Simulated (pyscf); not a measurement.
This saddle point was located with ωB97X-D3(BJ)/def2-SVP in PySCF.

```xyz
14

Si     0.0362     0.2114    -1.4601
C     -0.9306     1.1601     0.3639
Si    -0.4077     1.2116     2.1653
H     -1.0831     0.8329    -2.2269
H      0.5029    -0.8314    -2.4569
H      1.2539     1.0369    -1.2523
H     -0.5725     2.1161    -0.0522
H     -2.0324     1.1886     0.2782
H     -0.9554     2.3876     2.9109
H      1.0837     1.2591     2.2604
H     -0.8620    -0.0225     2.8849
O     -0.1561    -1.1807    -0.2002
H     -0.6648    -0.3691     0.3206
H     -0.6218    -1.9973    -0.4383
```

Surface: singlet, charge 0. Lowest wavenumbers (cm⁻¹): 1025i, 27, 128, 149, 234.

Question: Name the species on either side of this saddle.

Answer: H₃Si–CH₂–SiH₃ + H₂O ⇌ HO–SiH₃ + H₃C–SiH₃, a four-centre exchange read from left to right: C–Si, H–O broken and O–Si, C–H formed. At ωB97M-D3(BJ)/def2-TZVP it lies +1.88 eV from the left side and +2.77 eV from the right (each side as separated species at their lowest minima found). One saddle was located; it need not be the lowest between these sides.
